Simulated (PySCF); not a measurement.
Compound: SiH₃ (charge -1).
SMILES: `[SiH3-]`

Level of theory: PySCF 2.14.0, PBE0-D3(BJ)/def2-SVP geometry optimisation, gas phase.

Take the most abundant isotopes and a rigid rotor. 

Problem. Give the principal moments of inertia and the rotational constants in GHz.

Solution. Ia = 4.57, Ib = 4.58, Ic = 5.14 u·Å²; 505379 MHz·u·Å²/I gives 110669, 110432 and 98382 MHz, that is A = 110.67, B = 110.43, C = 98.382 GHz.

Problem. Classify the top.

Solution. An oblate symmetric top, as the point group C3v requires two equal moments; the computed ones differ by 0.21 % because the geometry is symmetric only within the optimiser's tolerance: κ = (2 × 110432 − 110669 − 98382)/(110669 − 98382) = 0.96.

Problem. What does the inertial defect say?

Solution. Not planar: Δ = Ic − Ia − Ib = -4.01 u·Å². For a rigid frame Δ = −2 Σ m c², so Σ m c² = 2.00 u·Å² lies off the ab plane: 1.81 from hydrogen and 0.20 from heavier atoms. The atom farthest from that plane is 0.78 Å away.

The dipole components (about the centre of mass, as the species is charged) are |μa| = 0.00 D, |μb| = 0.00 D, |μc| = 0.01 D.

Stationary, but not proved a minimum. Constants of a rigid frame at the computed geometry: no zero-point averaging, no centrifugal distortion.
